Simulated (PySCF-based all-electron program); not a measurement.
# Bond force of SH, doublet

All-electron Kohn–Sham DFT on the free molecule, computed near the basis limit with an in-house program on PySCF integrals; the spin-free Dirac equation, no spin–orbit coupling, spin-unrestricted, lowest state found (another of this spin can lie close). Forces are good to about 0.002 eV/Å. A positive force pushes the atoms apart.

```tsv
r (Å)	PBE (eV/Å)
1.2069	5.429
1.341	?
1.4751	-2.160
```

Task: What does PBE give at the lengths left open?

Result: 1.341 Å: 0.376 eV/Å.

Task: Between which listed lengths does the PBE force vanish, and at which of the two is it smaller?

Result: Between 1.341 and 1.475 Å. The force is smaller at 1.341 Å.
